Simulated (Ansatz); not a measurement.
## SiH2OF (SMILES O[SiH]F): the energy, rung by rung

SiH2OF: 5 atoms, total charge 0, spin state doublet. SMILES: `O[SiH]F`. The coordinates come from a PBE0-D4/def2-TZVP relaxation. This is one conformer, not always the lowest.

```xyz
5

O    -0.6152   -0.8846   -0.2763
Si    0.2839    0.2457    0.4931
F     0.2070    1.6465   -0.2831
H    -1.5645   -0.7651   -0.3380
H     1.6888   -0.2426    0.4044
```

Quantity: the energy change with the O1–Si2 bond stretched from 1.636 to 2.455 Å, in eV. The values are calculated.

```tsv
level	kind	program	value (eV)	less FCI/STO-3G	CPU time (all runs)
UHF/STO-3G	Hartree–Fock	Ansatz	2.31	-0.12	0.46 s
USVWN5/STO-3G	LDA	Ansatz	2.88	+0.45	2.5 s
UPBE0/STO-3G	global hybrid	Ansatz	2.78	+0.35	4.6 s
UCAM-B3LYP/STO-3G	range-separated hybrid	Ansatz	2.87	+0.44	5.7 s
UB2PLYP/STO-3G	double hybrid	Ansatz	2.72	+0.29	7.4 s
RPA@PBE/STO-3G	RPA	Ansatz	2.22	-0.21	5.1 s
UMP2/STO-3G	perturbation theory	Ansatz	2.67	+0.24	0.58 s
UCCSD(T)/STO-3G	coupled cluster or CI	Ansatz	2.45	+0.02	1.1 s
FCI/STO-3G	exact in the basis	Ansatz	2.43	0.00	51 s
```

FCI/STO-3G is exact within its basis and frozen core, so for wave-function methods in that basis the difference is their error; functionals converge differently with the basis, so for them it is only a difference. The first shape isn't each level's own minimum. The values span 2.22 to 2.88 eV. Spin contamination of the reference (⟨S²⟩ at least 0.1 too high) touches UHF/STO-3G, UB2PLYP/STO-3G, UMP2/STO-3G, UCCSD(T)/STO-3G. All rows use very small basis sets, so even the best lies far from the true value. Times are those of the runs behind each value, whatever else they computed, on shared processors of several kinds: orders of magnitude only.
